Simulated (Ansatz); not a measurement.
**H₂O, singlet: stretch scan**

Starting geometry (PBE0/def2-TZVP stationary point for this spin, not checked as a minimum):

```yaml
atoms:
  - { symbol: O, position_ang: [0.0000, -0.0653, 0.0000] }
  - { symbol: H, position_ang: [0.0000, 0.5184, -0.7615] }
  - { symbol: H, position_ang: [0.0000, 0.5184, 0.7615] }
```

From there H2 moves along the line of the two atoms named below, all else staying in place; atoms are numbered as listed. Energies are in kJ/mol, counted from the starting geometry at the same level.

Basis cc-pVDZ; Ansatz 0.2.0. Correlated methods freeze the noble-gas cores. R marks a restricted (for open shells ROHF) determinant, U an unrestricted one. Active spaces: valence = (8e, 6o) chosen from the atoms' valence shells.

Unrestricted rows (U) aren't spin-pure: their determinants' ⟨S²⟩ exceeds S(S+1) by up to 1.00, so they mix in states of higher spin. Runs in a small pair space aren't shown, since their orbitals change along the scan.

Full CI is exact within this basis and frozen core; it isn't the basis-set limit. The frozen core follows each run's orbitals, which can shift R against U totals by a few meV.

| distance O1-H2 (Å) | full CI | unpaired electrons (full CI) | error RMP2 | error RCCSD(T) | error BCCD(T) | error RCCSDT | error UCCSDT | error NEVPT2 (valence space) |
| --- | --- | --- | --- | --- | --- | --- | --- | --- |
| 0.765 | 168.7 | 0.02 | -1.1 | -0.3 | -0.3 | -0.3 | -0.3 | 2.5 |
| 0.884 | 20.2 | 0.02 | -0.6 | -0.1 | -0.1 | -0.1 | -0.1 | 1.0 |
| 0.960 | 0.0 | 0.02 | 0.0 | 0.0 | 0.0 | 0.0 | 0.0 | 0.0 |
| 1.055 | 16.9 | 0.03 | 1.1 | 0.2 | 0.2 | 0.2 | 0.2 | -0.9 |
| 1.181 | 74.5 | 0.04 | 3.7 | 0.5 | 0.5 | 0.4 | 0.4 | -1.7 |
| 1.304 | 144.2 | 0.06 | 7.9 | 0.8 | 0.9 | 0.6 | 0.6 | -1.9 |
| 1.551 | 275.3 | 0.16 | 23.6 | 1.5 | 1.7 | 1.2 | 1.4 | -1.4 |
| 1.745 | 352.2 | 0.37 | 43.0 | 1.7* | 2.1* | 1.8* | 1.7 | -1.0 |
| 2.065 | 427.7 | 0.97 | 82.2 | -0.8* | 0.0* | 2.4* | 1.5* | -1.1 |
| 2.626 | 470.5 | 1.77 | 123.4 | -16.4* | -14.9* | 2.0* | 0.9* | -1.4 |
| 3.309 | 479.0 | 1.99 | 73.4 | -36.7* | -34.6* | 0.9* | -0.1 | -1.6 |

An asterisk marks runs whose energy the program itself flagged as in doubt.

Unpaired electrons are Σ n²(2−n)² over natural occupations. Errors are those of relative energies. In total energy the starting point itself misses full CI by: RMP2 34.8, RCCSD(T) 1.7, BCCD(T) 1.7, RCCSDT 1.2, UCCSDT 1.2, NEVPT2 (valence space) 59.9 kJ/mol.

Spread of the error over the points with a reference, to 3.309 Å (largest less smallest): UCCSDT 2.0, RCCSDT 2.6, NEVPT2 (valence space) 4.4, BCCD(T) 36.7, RCCSD(T) 38.4, RMP2 124.5 kJ/mol.

Going outwards, the relative energy of RMP2 first misses by more than 4.2 kJ/mol (1 kcal/mol) at 1.304 Å.

Going outwards, the relative energy of BCCD(T) first misses by more than 4.2 kJ/mol (1 kcal/mol) at 2.626 Å.

BCCD(T) turns over: its perturbative term grows as the gap closes, and it ends 34.6 kJ/mol too low at 3.309 Å. RCCSD(T) turns over: its perturbative term grows as the gap closes, and it ends 36.7 kJ/mol too low at 3.309 Å.
